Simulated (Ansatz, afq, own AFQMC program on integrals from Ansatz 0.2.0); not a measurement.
# SiH2O, triplet: AFQMC among the cluster methods

```xyz
4

Si    0.0000    0.0000    0.5550
O     0.0000    0.0000   -1.1214
H     0.0000    1.3319    1.1682
H     0.0000   -1.3319    1.1682
```

Connectivity, by distances: SiH2–O.

Basis aug-cc-pVDZ. Noble-gas cores (and the filled d shells of Ga–Kr and In–Xe) are frozen. AFQMC by an in-house program on the Cholesky factors that Ansatz 0.2.0 writes for its CCSD(T) run. ph-AFQMC/CISD is guided by a CISD state made of CCSD amplitudes; releasing the constraint for a short imaginary time cuts its bias at the price of noise, slowly where states lie close. Uncertainties: one standard error, sampling alone.

Determinant: UHF, the one that the program's search chose, which needn't be the lowest solution. The geometry is a PBE0/def2-TZVP stationary point of this or a neighbouring charge and spin state.

No full CI on the walks' own integrals is used here; CCSDT(Q) serves as the reference and is uncertain by about the last step of the cluster series.

Cautions: lower spins were not checked; released walk and highest rung disagree (by 20 meV at 2.40 1/Eh).

- T1 diagnostic: 0.0228
- weight of the determinant in the CISD state: 0.882
- ⟨S²⟩ of the determinant: 2.026
- size of the correlated space: 12 electrons in 62 orbitals

```csv
level,correlation energy (eV)
MP2,-6.5735
CCSD,-7.4997
CCSD(T),-7.7050
```

(1) Estimate where phaseless AFQMC with the Hartree–Fock trial lies against CCSD(T) on the same integrals.

(1) 1.2 ± 2.8 kJ/mol above CCSD(T). The gap is under twice the noise, so this walk alone can't tell the two apart.

Reference: CCSDT(Q), correlation energy -7.754 eV. The released energy is read at 2.40 1/Eh (meV from the phaseless value at times in 1/Eh: -5 ± 4 at 0.24, -10 ± 4 at 0.51, -11 ± 6 at 0.99, -11 ± 7 at 1.62, 4 ± 7 at 2.40).

| level | E − E(reference) (kJ/mol) | share of correlation (%) |
| --- | --- | --- |
| CCSD(T) | 4.8 | 99.36 |
| CCSDT | 1.3 | 99.82 |
| ph-AFQMC/HF | 6.0 ± 2.8 | 99.20 |
| ph-AFQMC/CISD | 1.6 ± 0.5 | 99.79 |
| released AFQMC | 1.9 ± 0.7 | 99.75 |

A walk keeps the symmetry of its determinant, which the program's search chose and which needn't be the lowest solution, so a lower state of the same spin and another symmetry isn't excluded. Released energies are given only where the last usable release times agree within the noise; a slower fall can still hide under it.
